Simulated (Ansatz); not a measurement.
Rock-salt AgCl: LDA at its full settings (plane-wave cutoff 520 eV, 10×10×10 k mesh, Fermi–Dirac smearing 0.01 eV, no spin polarisation, scalar-relativistic PAW data made under PBE) and at cheaper ones, in a cell of 2 atoms with Γ-centred meshes.

| level and setting | lattice constant a (Å) | bulk modulus B0 (GPa) |
|---|---|---|
| LDA (Ansatz) | 5.354 | 69.4 |
| LDA (Γ point alone) (Ansatz) | 4.934 | 67.9 |
| LDA (2×2×2 k mesh) (Ansatz) | 5.562 | 53.0 |
| LDA (4×4×4 k mesh) (Ansatz) | 5.361 | 69.1 |

Largest shifts from the full settings: lattice constant a -7.84 % (LDA (Γ point alone)), against a difference of -3.46 % of the full result from the reference 5.546 Å (measured, temperature not stated, no zero-point or thermal correction, sources range from 5.510 to 5.550; as tabulated in Jana et al. (2018), arXiv:1803.03840); bulk modulus -24 % (LDA (2×2×2 k mesh)), against a difference of +58 % of the full result from the reference 44 GPa (measured, temperature not stated, not corrected to a static lattice, sources range from 44.0 to 53.5; as tabulated in Toher et al. (2017), arXiv:1611.05714).

Ansatz's density-functional and Hartree–Fock values are scalar-relativistic unless marked +SOC, with PAW data made under PBE.

Run with cheap settings on purpose, which may leave them unconverged: LDA (2×2×2 k mesh), LDA (4×4×4 k mesh), LDA (Γ point alone).

Ansatz is an electronic-structure program.
